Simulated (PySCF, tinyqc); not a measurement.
Starting guesses with DIIS over 6 matrices: SCF starting guesses in the sto-3g basis, for LiH, spin multiplicity 1. Computed by the program tinyqc with PySCF. 

Geometry (angstrom):
```
atom       x       y       z
Li    0.0000  0.0000  0.0000
H     0.0000  0.0000  2.4240
```

lowest restricted solution found by these runs and by PySCF = -7.780382 hartree

RHF with one setting changed at a time; a run stops when the energy changes by less than 1e-09 hartree and the error matrix is below 1e-5. Starts: the lowest orbitals of the core Hamiltonian, of the Wolfsberg-Helmholz matrix (K = 1.75), projected atomic densities, random orbitals, and the highest orbitals of the core Hamiltonian (a deliberately bad start).

Largest element of the error matrix X^T (FDS - SDF) X:
```
iteration     core  Wolfsberg-Helmholz  atomic densities   random  highest core orbitals
1          2.0e-01             5.0e-02           8.6e-02  2.1e+00                1.2e-01
2          2.5e-02             2.6e-02           8.4e-02  2.7e-01                2.3e-01
3          7.5e-03             1.4e-02           4.9e-02  4.3e-02                2.0e-01
4          3.6e-03             5.2e-03           7.0e-03  1.1e-02                2.6e-01
5          1.5e-04             2.0e-03           1.8e-03  2.9e-03                2.6e-01
6          4.2e-05             4.0e-04           2.4e-04  1.0e-04                2.6e-01
8          8.2e-09             1.2e-06           2.5e-07  1.2e-05                2.6e-01
10               -                   -                 -        -                3.0e-02
14               -                   -                 -        -                7.2e-06
```

How each run ends:
```
run                    iterations  E (hartree)         state
core                            8    -7.780382  lowest found
Wolfsberg-Helmholz              8    -7.780382  lowest found
atomic densities                8    -7.780382  lowest found
random                          9    -7.780382  lowest found
highest core orbitals          15    -7.780382  lowest found
```

5 of 5 runs reach the lowest restricted solution found, in 8 to 15 iterations (fastest: core, Wolfsberg-Helmholz, atomic densities). The first errors are 2e-01, 5e-02, 9e-02, 2e+00, 1e-01. The restricted reference is unstable here: a spin-polarised solution lies 0.0210 hartree lower (PySCF), so results built on it describe a poor reference.
